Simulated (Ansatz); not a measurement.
Barrier F− + CH3Cl (SMILES CCl) via CH3ClF, on the benchmark's geometries as Psi4's copy gives them; open shells unrestricted, no zero-point energy, no spin–orbit coupling.
Transition structure (charge -1, multiplicity 1):
```xyz
6

F      0.0000     0.0000    -2.5379
C      0.0000     0.0000    -0.4884
H      0.0000     1.0621    -0.6150
H     -0.9198    -0.5310    -0.6150
H      0.9198    -0.5310    -0.6150
Cl     0.0000     0.0000     1.6245
```

Cores are frozen in the correlated methods. MP2 and its Hartree–Fock in aug-cc-pV(Q+d)Z are density fitted.

Codes used: Ansatz (Gaussian basis) for Hartree–Fock, density functionals and correlated methods. 

The barrier height is − E(F) − E(CH3Cl) + E(TS). Total energies (hartree):

| level | F | CH3Cl | TS |
|---|---|---|---|
| HF/aug-cc-pV(T+d)Z | -99.4508070 | -499.1498318 | -598.6167123 |
| MP2/aug-cc-pV(T+d)Z | -99.7458778 | -499.5307792 | -599.2932480 |
| HF/aug-cc-pV(Q+d)Z | -99.4574600 | -499.1554529 | -598.6285478 |
| MP2/aug-cc-pV(Q+d)Z | -99.7742797 | -499.5629388 | -599.3535250 |
| CCSD(T)/aug-cc-pV(T+d)Z | -99.7495372 | -499.5778535 | -599.3477014 |

Question: Work out the barrier height at the basis-set limit: extrapolate the MP2 correlation part as X⁻³, take Hartree–Fock from the larger set, and add the CCSD(T) − MP2 difference of aug-cc-pV(T+d)Z.

Answer: 
1. Differences (1 hartree = 627.509 kcal/mol): HF/aug-cc-pV(T+d)Z -10.086; MP2/aug-cc-pV(T+d)Z -10.411; HF/aug-cc-pV(Q+d)Z -9.811; MP2/aug-cc-pV(Q+d)Z -10.232; CCSD(T)/aug-cc-pV(T+d)Z -12.745.
2. Correlation parts, MP2 less HF: -0.325 in aug-cc-pV(T+d)Z (X = 3), -0.421 in aug-cc-pV(Q+d)Z (X = 4).
3. Limit (4³·(-0.421) − 3³·(-0.325))/(4³ − 3³) = -0.492; with HF/aug-cc-pV(Q+d)Z it gives -10.303.
4. CCSD(T) less MP2 in aug-cc-pV(T+d)Z: -2.334.
Result: -12.64 kcal/mol, against -10.41 at MP2/aug-cc-pV(T+d)Z. It is an estimate of this method's limit, not of the exact value.

Ansatz is a quantum-chemistry and plane-wave program.
